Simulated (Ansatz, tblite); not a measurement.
Forces on the cluster O3 at its PBE-D4/def2-TZVP geometry. Charge 0, multiplicity 1.

The xTB rows come from tblite. The structure holds 3 bonds between oxygen atoms, so isomers without such links may lie far lower. The restricted singlet is unstable towards broken spin symmetry in Hartree–Fock (as tested in another run); at PBE-D4/def2-TZVP this wasn't settled. Another isomer (singlet) lies 1.22 eV lower at PBE0-D4/def2-TZVP; other spin states weren't run for this one.

GFN1-xTB (tblite), largest force 4.61 eV/Å:

```xyz
3
positions Å, forces eV/Å
O    -0.026    0.584   -0.595    0.142   -3.224    3.290
O    -0.708   -0.337    0.285    3.912    1.860   -1.575
O     0.734   -0.247    0.311   -4.054    1.364   -1.716
```

GFN2-xTB (tblite), largest force 3.86 eV/Å:

```
O 0.119 -2.697 2.752
O 3.273 1.556 -1.317
O -3.392 1.141 -1.435
```

PBE-D4/def2-TZVP (Ansatz), largest force 0.00 eV/Å:

```
O 0.000 -0.001 0.001
O 0.001 0.000 0.000
O -0.001 0.000 0.000
```
